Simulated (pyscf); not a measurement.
`[NH2][InH2]` + `[NH3]` → `[NH2][NH2]` + `[InH3]` (four-centre exchange; singlet surface; In–N, H–N broken, N–N, H–In formed). PySCF, gas phase, ωB97X-D3(BJ)/def2-SVP geometries. Correlated levels are frozen-core, on RHF or UHF. ΔMP2 is the change of the MP2 total energy from the triple- to the quadruple-zeta basis. Energies in kJ/mol from the separated reactants.

```tsv
level	barrier	reaction energy
PBE/def2-TZVP	415.8	+189.0
B3LYP-D3(BJ)/def2-TZVP	452.8	+192.2
M06-2X/def2-TZVP	497.4	+203.0
ωB97M-D3(BJ)/def2-TZVP	(withheld)	+189.8
HF/def2-TZVP	615.1	+183.1
MP2/def2-QZVPP	502.2	+223.1
CCSD(T)/def2-TZVPP + ΔMP2(QZVPP)	(withheld)	(withheld)
```

Question: Fill in the missing entries.

Answer: 
- ωB97M-D3(BJ)/def2-TZVP, barrier: 486.7
- CCSD(T)/def2-TZVPP + ΔMP2(QZVPP), barrier: 467.5
- CCSD(T)/def2-TZVPP + ΔMP2(QZVPP), reaction energy: +209.4

On the reactant side the descent ends in an adduct with a In–N contact (not fully relaxed), 82.9 kJ/mol under the separated species and 576.1 kJ/mol under the saddle at ωB97X-D3(BJ)/def2-TZVP. On the product side the descent ends in an adduct with a In–N contact, 95.4 kJ/mol under the separated species and 395.5 kJ/mol under the saddle at ωB97X-D3(BJ)/def2-TZVP. What is counted as broken (In–N) persists as a longer contact in the product adduct; parting that adduct is a step of its own. At ωB97X-D3(BJ) the barrier from the zero used here is 493.2 kJ/mol. The same reactants have a lower exit, to NH₃ + H₂N–InH₂ (highest point, the separated products, at 0.0 kJ/mol at ωB97M-D3(BJ), against +486.7 kJ/mol here). This is the saddle that the search found; another between the same sides may lie lower. A restricted solution here is unstable towards spin polarisation, so biradical character is likely and single-reference numbers are less safe. The CCSD(T) − MP2 part came from Ansatz, without density fitting, on the same reference. The frozen core leaves the outer d or s,p core shells of the metals and heavy elements correlated in the MP2 and CC values, and def2-TZVPP describes them poorly, which can shift differences by a few kcal/mol. Elements past Kr carry the def2 core potentials, without spin-orbit coupling.
